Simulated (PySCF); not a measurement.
# Dichlorosilane (SiH2Cl2): electronic excitations and core binding energies

What electronic excitations and core binding energies should Dichlorosilane (SiH2Cl2) (`Cl[SiH2]Cl`) show?

The runs use PySCF 2.14.0, with density-fitted response routines of our own; the level of theory stands in each step. All values are computed, except where a source is named. Atoms are numbered from 0 throughout.

### 1 Starting geometry

5 atoms, charge 0, multiplicity 1; geometry from: GFN2-xTB.

Bonds of the start (Å): Cl0–Si1 2.01, Si1–Cl2 2.01, Si1–H3 1.45, Si1–H4 1.45.

### 2 Ultraviolet spectrum: B3LYP/def2-SVPD

The job: settings as JSON, then the geometry in Å.

```
{"job": {"kind": "uv", "xc": "B3LYP", "basis": "def2-SVPD", "nstates": 8, "ntriplets": 3}, "charge": 0, "multiplicity": 1}
Cl    -1.618595     1.052375    -0.047595
Si    -0.001230    -0.139018     0.003698
Cl     1.664937     0.982306    -0.060798
H     -0.012116    -0.886822     1.251711
H     -0.024375    -1.005989    -1.164202
```

Level: TDDFT B3LYP/def2-SVPD, vertical, gas phase, core orbitals frozen in the response.

Log:

```text
coarse grid: 6112 points
cycle   1  E = -1210.7168560992  dE =  2.064e-01  |g| = 2.779e-01  |ddm| = 2.515e+00
cycle   2  E = -1210.7073405059  dE =  9.516e-03  |g| = 3.314e-01  |ddm| = 8.378e-01
cycle   3  E = -1210.7388522913  dE = -3.151e-02  |g| = 2.509e-02  |ddm| = 4.526e-01
cycle   4  E = -1210.7390406484  dE = -1.884e-04  |g| = 7.288e-03  |ddm| = 3.777e-02
cycle   5  E = -1210.7390554356  dE = -1.479e-05  |g| = 1.287e-03  |ddm| = 1.192e-02
cycle   6  E = -1210.7390559599  dE = -5.242e-07  |g| = 2.290e-04  |ddm| = 2.640e-03
final grid: 46168 points
cycle   7  E = -1210.8651646488  dE = -3.359e-06  |g| = 2.108e-03  |ddm| = 1.629e-02
cycle   8  E = -1210.8651643022  dE =  3.466e-07  |g| = 2.307e-03  |ddm| = 5.837e-03
cycle   9  E = -1210.8651657610  dE = -1.459e-06  |g| = 2.094e-04  |ddm| = 3.189e-03
cycle  10  E = -1210.8651657745  dE = -1.356e-08  |g| = 3.452e-05  |ddm| = 2.808e-04
cycle  11  E = -1210.8651657749  dE = -3.672e-10  |g| = 6.469e-06  |ddm| = 6.702e-05
converged SCF energy = -1210.8651657749

Static polarisability (au): isotropic 52.605, principal 45.423 51.002 61.390

Singlet excitations
state   eV       nm        f      main configurations
  1   7.4852    165.6   0.01192   H->L 0.99
  2   7.5953    163.2   0.00000   H->L+1 0.99
  3   7.9859    155.3   0.03244   H-1->L 0.85, H-3->L+1 0.13
  4   8.0711    153.6   0.02429   H-1->L+1 0.97
  5   8.1428    152.3   0.00000   H-2->L 0.98
  6   8.1473    152.2   0.00676   H->L+2 0.98
  7   8.3256    148.9   0.02650   H-2->L+1 0.98
  8   8.3734    148.1   0.02862   H-3->L 0.98

Triplet excitations (Tamm-Dancoff, eV): 7.1887 7.2509 7.4916
```

Wall time 3 s (1 thread, shared host).

Frontier orbitals and where they lie:

| orbital | eV | atoms |
| --- | --- | --- |
| HOMO−3 | -9.69 | Cl2 39 %, Cl0 39 %, Si1 15 % |
| HOMO−2 | -9.57 | Cl0 45 %, Cl2 45 %, Si1 9 % |
| HOMO−1 | -9.24 | Cl0 48 %, Cl2 48 % |
| HOMO | -8.92 | Cl0 29 %, Cl2 29 %, Si1 19 % |
| LUMO | -0.25 | Si1 32 %, Cl0 24 %, Cl2 24 % |
| LUMO+1 | -0.17 | Si1 34 %, Cl2 21 %, Cl0 21 % |
| LUMO+2 | 0.19 | Si1 45 %, Cl0 14 %, Cl2 14 % |

With each of the 8 states as a Gaussian band of 0.4 eV half-width at 1/e, the curve within the window shown has maxima at 152 nm (ε 4,100) L/(mol cm). Beyond the last state computed it falls off for lack of states. The curve at chosen wavelengths:

nm, ε (L/mol/cm) and a bar:
```
      143       1383 ##########
      144       1789 #############
      146       2662 ###################
      147       3079 ######################
      149       3748 ###########################
      150       3962 #############################
      152       4100 ##############################
      153       4026 #############################
      155       3642 ###########################
      156       3364 #########################
      158       2731 ####################
      159       2410 #################
      161       1824 #############
      162       1574 ###########
      164       1168 ########
      165       1008 #######
      167        753 #####
      168        651 ####
      170        480 ###
      171        408 ###
      173        286 ##
      174        235 #
      176        152 #
      177        120 
      179         71 
      180         54
```

Ground-state properties from the same run:

| property | computed |
| --- | --- |
| dipole moment (D) | 1.16 |
| polarisability (Å³) | 7.80 |
| HOMO–LUMO gap (eV) | 8.67 |
| −ε(HOMO) (eV) | 8.92 |

### 3 Core holes by ΔSCF: SCAN, X2C

The job: settings as JSON, then the geometry in Å.

```
{"job": {"kind": "xps"}, "charge": 0, "multiplicity": 1}
Cl    -1.618595     1.052375    -0.047595
Si    -0.001230    -0.139018     0.003698
Cl     1.664937     0.982306    -0.060798
H     -0.012116    -0.886822     1.251711
H     -0.024375    -1.005989    -1.164202
```

With the program's defaults for keys left out, this is: delta-SCF UKS SCAN, pcX-2 on the ionised atom, pcseg-1 elsewhere, spin-free X2C.

Log:

```text
ground state, core basis on atom 0 (Cl), 106 functions
  cycle   1  E = -1214.47600888  |g| = 3.10e-01
  cycle   2  E = -1214.46249785  |g| = 3.92e-01
  cycle   3  E = -1214.49919243  |g| = 4.26e-02
  cycle   4  E = -1214.49954933  |g| = 1.83e-02
  cycle   5  E = -1214.49963219  |g| = 3.25e-03
  cycle   6  E = -1214.49963402  |g| = 1.13e-03
  cycle   7  E = -1214.49963694  |g| = 3.14e-04
  E(ground) = -1214.52378152 Eh
hole in Cl 1s of atom 0
  cycle   1  E = -1109.28383677  |g| = 5.47e+00
  cycle   2  E = -1109.83145501  |g| = 2.11e+00
  cycle   3  E = -1110.31432378  |g| = 6.62e-01
  cycle   4  E = -1110.49309382  |g| = 2.17e-01
  cycle   5  E = -1110.51731867  |g| = 8.64e-02
  cycle   6  E = -1110.52190335  |g| = 2.50e-02
  cycle   7  E = -1110.52220523  |g| = 9.20e-03
  cycle   8  E = -1110.52224403  |g| = 1.69e-03
  cycle   9  E = -1110.52224483  |g| = 2.73e-04
  E(ion) = -1110.55352403 Eh   <S^2> = 0.7519   hole on atom = 1.000   binding energy = 2829.175 eV
hole in Cl 2p of atom 0
  cycle   1  E = -1206.41892598  |g| = 1.70e+00
  cycle   2  E = -1206.47494571  |g| = 1.20e+00
  cycle   3  E = -1206.84466534  |g| = 2.20e-01
  cycle   4  E = -1206.86655336  |g| = 1.23e-01
  cycle   5  E = -1206.87604313  |g| = 3.55e-02
  cycle   6  E = -1206.87678240  |g| = 8.47e-03
  cycle   7  E = -1206.87681587  |g| = 2.70e-03
  cycle   8  E = -1206.87681955  |g| = 3.41e-04
  E(ion) = -1206.90934001 Eh   <S^2> = 0.7517   hole on atom = 1.001   binding energy = 207.200 eV
  2p3/2 = 206.614 eV   2p1/2 = 208.268 eV
ground state, core basis on atom 1 (Si), 106 functions
  cycle   1  E = -1214.41451567  |g| = 2.90e-01
  cycle   2  E = -1214.41444291  |g| = 5.40e-02
  cycle   3  E = -1214.41423281  |g| = 5.30e-02
  cycle   4  E = -1214.41488734  |g| = 8.21e-03
  cycle   5  E = -1214.41490675  |g| = 4.68e-04
  E(ground) = -1214.41293510 Eh
hole in Si 1s of atom 1
  cycle   1  E = -1145.41572206  |g| = 4.35e+00
  cycle   2  E = -1145.18019864  |g| = 2.32e+00
  cycle   3  E = -1145.73780992  |g| = 1.06e+00
  cycle   4  E = -1146.40011794  |g| = 3.42e-01
  cycle   5  E = -1146.46830509  |g| = 4.32e-02
  cycle   6  E = -1146.46901796  |g| = 1.26e-02
  cycle   7  E = -1146.46912614  |g| = 3.97e-03
  cycle   8  E = -1146.46913772  |g| = 1.02e-03
  cycle   9  E = -1146.46913777  |g| = 2.63e-04
  E(ion) = -1146.47116369 Eh   <S^2> = 0.7522   hole on atom = 1.000   binding energy = 1848.790 eV
hole in Si 2p of atom 1
  cycle   1  E = -1210.08020141  |g| = 1.24e+00
  cycle   2  E = -1209.69158991  |g| = 1.33e+00
  cycle   3  E = -1210.28374655  |g| = 4.28e-01
  cycle   4  E = -1210.39721350  |g| = 8.98e-02
  cycle   5  E = -1210.40185872  |g| = 1.31e-02
  cycle   6  E = -1210.40195450  |g| = 4.93e-03
  cycle   7  E = -1210.40197127  |g| = 1.32e-03
  cycle   8  E = -1210.40197169  |g| = 2.55e-04
  E(ion) = -1210.40807193 Eh   <S^2> = 0.7519   hole on atom = 1.003   binding energy = 108.978 eV
  2p3/2 = 108.817 eV   2p1/2 = 109.445 eV
```

Wall time 5.6 s (1 thread, shared host).

Binding energies by hole, beside the orbital energy of the ground state; the difference holds orbital relaxation and, for a density functional, its self-interaction error:

| hole | stands for | environment | ΔSCF (eV; 2p as the shell's mean) | −ε (eV) | ⟨S²⟩ |
| --- | --- | --- | --- | --- | --- |
| Cl1s on Cl0 | Cl0, Cl2 | chlorine bonded to Si | 2829.17 | 2764.0 | 0.752 |
| Cl2p on Cl0 | Cl0, Cl2 | chlorine bonded to Si | 207.17 | 193.9 | 0.752 |
| Si1s on Si1 | Si1 | silicon bonded to 2 Cl, 2 H | 1848.79 | 1795.4 | 0.752 |
| Si2p on Si1 | Si1 | silicon bonded to 2 Cl, 2 H | 109.03 | 98.1 | 0.752 |

Each hole run stands for the others of its class of like atoms.

With the spin-orbit splitting: Cl0 2p3/2 206.61, 2p1/2 208.27 eV; Si1 2p3/2 108.82, 2p1/2 109.44 eV. The table gives each 2p level as the mean over the whole 2p shell (two parts 2p3/2, one part 2p1/2), which differs a little from the single hole in the log.

### 4 Results

| quantity | value |
| --- | --- |
| lowest singlet (B3LYP/def2-SVPD) | 7.49 eV (166 nm), f = 0.012 |
| brightest single state of those computed | state 3, 7.99 eV, f = 0.032 |
| lowest triplet | 7.19 eV |
| Cl1s binding energies, SCAN/pcX-2 | Cl0 2829.17 eV |
| Cl2p binding energies, SCAN/pcX-2 | Cl0 207.17 eV |
| Si1s binding energies, SCAN/pcX-2 | Si1 1848.79 eV |
| Si2p binding energies, SCAN/pcX-2 | Si1 109.03 eV |

**Reading.** The first singlet state (HOMO→LUMO 0.99) lies at 7.49 eV and is weak; of the 8 states computed, the strongest absorption comes from state 3 at 7.99 eV. The lowest triplet lies 0.30 eV below the lowest singlet (triplets in Tamm-Dancoff, singlets in full TDDFT).
